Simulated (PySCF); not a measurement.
C₃H₇P.
Numbering: `[CH3:1][P:2]1[CH2:3][CH2:4]1` (hydrogens: H5, H6, H7 on C1; H8, H9 on C3; H10, H11 on C4)

The same species was optimised twice, with GFN2-xTB and with PBE0-D3(BJ)/def2-SVP (PySCF), and the same property calculations (PySCF, gas phase) were run on both structures.

| coordinate | GFN2-xTB | PBE0-D3(BJ)/def2-SVP | change |
| --- | --- | --- | --- |
| C4–H10 (Å) | 1.082 | 1.095 | +0.013 |
| C3–H9 (Å) | 1.082 | 1.095 | +0.013 |
| C1–H5 (Å) | 1.088 | 1.101 | +0.013 |
| C3–H8 (Å) | 1.082 | 1.095 | +0.013 |
| C4–H11 (Å) | 1.082 | 1.095 | +0.013 |
| C1–H7 (Å) | 1.089 | 1.101 | +0.012 |
| C1–H6 (Å) | 1.089 | 1.101 | +0.012 |
| P2–C4 (Å) | 1.843 | 1.853 | +0.010 |
| P2–C3 (Å) | 1.843 | 1.853 | +0.010 |
| C3–C4 (Å) | 1.505 | 1.497 | -0.008 |
| C1–P2 (Å) | 1.861 | 1.857 | -0.004 |
| C1–P2–C4 (°) | 99.2 | 100.3 | +1.1 |
| C4–C3–H8 (°) | 116.9 | 117.9 | +1.0 |
| C3–C4–H10 (°) | 117.0 | 117.9 | +0.9 |
| P2–C1–H5 (°) | 111.9 | 112.8 | +0.9 |
| H5–C1–H7 (°) | 109.5 | 108.7 | -0.8 |
| H5–C1–H6 (°) | 109.5 | 108.7 | -0.8 |
| P2–C4–H10 (°) | 116.8 | 116.1 | -0.7 |
| P2–C3–H8 (°) | 116.5 | 115.8 | -0.7 |

Rotational constants: A = 10398, B = 4868, C = 4617 MHz (GFN2-xTB) against A = 10448, B = 4795, C = 4560 MHz (PBE0-D3(BJ)/def2-SVP).

On the GFN2-xTB structure: lowest singlet, TDDFT (eV) 6.46 [B3LYP/def2-SVPD]; lowest triplet, Tamm–Dancoff (eV) 5.36 [B3LYP/def2-SVPD]; isotropic polarisability (au) 61.3 [B3LYP/def2-SVPD]; HOMO (eV) -6.86 [B3LYP/def2-SVPD]; LUMO (eV) 0.46 [B3LYP/def2-SVPD]; dipole (D) 1.17 [B3LYP/def2-SVPD]; HOMO (eV) -7.08 [PBE0/pcSseg-1]; LUMO (eV) 0.89 [PBE0/pcSseg-1]; dipole (D) 1.28 [PBE0/pcSseg-1]; GIAO shielding of C1 (ppm) 168.7 [PBE0/pcSseg-1]; GIAO shielding of P2 (ppm) 592.7 [PBE0/pcSseg-1]; GIAO shielding of C3/C4 (mean) (ppm) 177.6 [PBE0/pcSseg-1].

What do these properties become on the PBE0-D3(BJ)/def2-SVP structure?

| property | level | on GFN2-xTB | on PBE0-D3(BJ)/def2-SVP | change |
| --- | --- | --- | --- | --- |
| lowest singlet, TDDFT (eV) | B3LYP/def2-SVPD | 6.46 | 6.45 | -0.01 |
| lowest triplet, Tamm–Dancoff (eV) | B3LYP/def2-SVPD | 5.36 | 5.36 | 0.00 |
| isotropic polarisability (au) | B3LYP/def2-SVPD | 61.3 | 62.2 | +0.9 |
| HOMO (eV) | B3LYP/def2-SVPD | -6.86 | -6.87 | -0.01 |
| LUMO (eV) | B3LYP/def2-SVPD | 0.46 | 0.44 | -0.02 |
| dipole (D) | B3LYP/def2-SVPD | 1.17 | 1.18 | +0.01 |
| energy, GFN2-xTB geometry as zero (kcal/mol) | B3LYP/def2-SVPD | 0.0 | -0.6 | -0.6 |
| HOMO (eV) | PBE0/pcSseg-1 | -7.08 | -7.09 | -0.01 |
| LUMO (eV) | PBE0/pcSseg-1 | 0.89 | 0.87 | -0.02 |
| dipole (D) | PBE0/pcSseg-1 | 1.28 | 1.29 | +0.01 |
| energy, GFN2-xTB geometry as zero (kcal/mol) | PBE0/pcSseg-1 | 0.0 | -0.3 | -0.3 |
| GIAO shielding of C1 (ppm) | PBE0/pcSseg-1 | 168.7 | 167.2 | -1.5 |
| GIAO shielding of P2 (ppm) | PBE0/pcSseg-1 | 592.7 | 595.5 | +2.8 |
| GIAO shielding of C3/C4 (mean) (ppm) | PBE0/pcSseg-1 | 177.6 | 174.7 | -2.9 |

The heavy atoms differ by 0.013 Å rms after alignment. Among all bonds C1–H5, C1–H6, C1–H7, C3–H8, C3–H9, C4–H10 and C4–H11 change most and about equally (+0.012 to +0.013 Å). Changes are differences of the printed values. Neither structure is proved a minimum here.
